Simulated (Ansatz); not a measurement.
C3H5N can be A, `C#CNC`, or B, `NC1C=C1`.

Program: Ansatz. Geometries: PBE0-D4/def2-TZVP. ΔE: electronic, gas phase. CCSD(T)/CBS is the MP2 limit (def2-TZVPP, def2-QZVPP) plus CCSD(T) − MP2 in def2-TZVPP, frozen cores. DFT in def2-TZVPP. Each species was taken in one conformer, which may not be the lowest.

A:

```xyz
9

C    -1.395   -0.301    1.678
C    -0.452    0.023    1.004
N     0.563    0.421    0.228
C     0.520    0.080   -1.183
H    -2.224   -0.574    2.283
H     1.472    0.324    0.655
H     1.352    0.570   -1.690
H    -0.410    0.457   -1.610
H     0.573   -1.000   -1.366
```

B:

Z-matrix (Å, degrees):
```
C
C 1 1.495
C 1 1.479 2 51.7
N 1 1.440 2 123.5 3 -104.2
H 1 1.090 2 119.8 3 105.8
H 2 1.079 1 148.0 3 175.2
H 3 1.079 1 146.3 2 -175.1
H 4 1.013 1 111.0 2 -96.6
H 4 1.013 1 110.5 2 22.9
```

Task: Which isomer does CCSD(T)/CBS put lower? Give the gap. (Best estimate.)

Result: Computed: A, by 40.2 kJ/mol.

Task: Give E(B) − E(A) in kJ/mol with CCSD/def2-TZVPP, BLYP-D4, PBE-D4, CCSD(T)/def2-SVP, B2PLYP, MP2/def2-TZVPP, CCSD(T)/def2-TZVPP. (Estimate.)

Result: Computed: CCSD/def2-TZVPP 44.6, BLYP-D4 54.9, PBE-D4 32.0, CCSD(T)/def2-SVP 42.7, B2PLYP 51.9, MP2/def2-TZVPP 42.0, CCSD(T)/def2-TZVPP 42.8. None reverses the order clearly.

Task: Does the order hold for the free energy at 298.15 K (harmonic terms from PBE0-D4)? (An estimate is asked.)

Result: Ansatz gave: Yes: G(B) − G(A) = +43.5 kJ/mol, for one conformer each.

Largest T1 diagnostic: 0.012.

Leaving LDA and LC-ωPBE aside and taking each functional with its dispersion term where it has one, the values spread over 24.9 kJ/mol, from PBE0-D4 to BLYP-D4. LDA lies −8.3 kJ/mol from PBE without D4. In def2-TZVPP, CCSD(T) changes the Hartree–Fock value by −21.6 kJ/mol (the triples alone add −1.9 kJ/mol) and MP2 by −22.3 kJ/mol.
